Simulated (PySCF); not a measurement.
Vertical excitations of a molecule C₃H₆O from TDDFT-PBE/def2-SVPD (PySCF 2.14.0), as energy in eV (oscillator strength): 4.27 (0.000), 5.58 (0.027), 6.79 (0.003), 7.29 (0.010), 7.51 (0.000), 7.58 (0.000), 7.65 (0.038), 8.06 (0.063), 8.19 (0.001), 8.22 (0.007). Lowest triplet (TDA): 3.68 eV. The structure is a stationary point at PBE0-D3(BJ)/def2-SVP. One conformer was computed; it need not be the lowest.

Q: Which structure fits?
A. C1COC1
B. CC(C)=O
C. OC1CC1
D. C=COC

A: B, CC(C)=O
